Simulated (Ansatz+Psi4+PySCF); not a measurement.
# doublet H4O2(+) in separate pieces: levels of theory in one basis

```yaml
atoms:
  - { symbol: O, position_ang: [0.1193, 0.0000, -3.0000] }
  - { symbol: H, position_ang: [-0.4770, 0.7632, -3.0000] }
  - { symbol: H, position_ang: [-0.4770, -0.7632, -3.0000] }
  - { symbol: O, position_ang: [-0.1193, 0.0000, 3.0000] }
  - { symbol: H, position_ang: [0.4832, -0.7711, 3.0000] }
  - { symbol: H, position_ang: [0.4770, 0.7632, 3.0000] }
```

Basis set: cc-pVTZ (spherical functions). Correlated methods keep 2 orbitals frozen. Correlation on ROHF uses semicanonical orbitals with singles. Charge 1, multiplicity 2.

Computed with Ansatz (development build ahead of 0.2.0) and Psi4 1.11; each method stands on the lowest determinant of its kind that the runs found.

```json
{"method": "ROHF", "E − E(ROHF) (eV)": "0.00", "<S²> of the determinant": "0.75"}
{"method": "UHF", "E − E(ROHF) (eV)": "-0.15", "<S²> of the determinant": "0.76"}
{"method": "ROHF-MP2", "E − E(ROHF) (eV)": "-12.67", "<S²> of the determinant": "–"}
{"method": "UHF-MP2", "E − E(ROHF) (eV)": "-12.66", "<S²> of the determinant": "0.76"}
```

Caution for ROHF-MP2, UHF-MP2: MP2 on this radical cation hangs on the determinant chosen. Caution for ROHF-MP2: another reference gives a lower total.
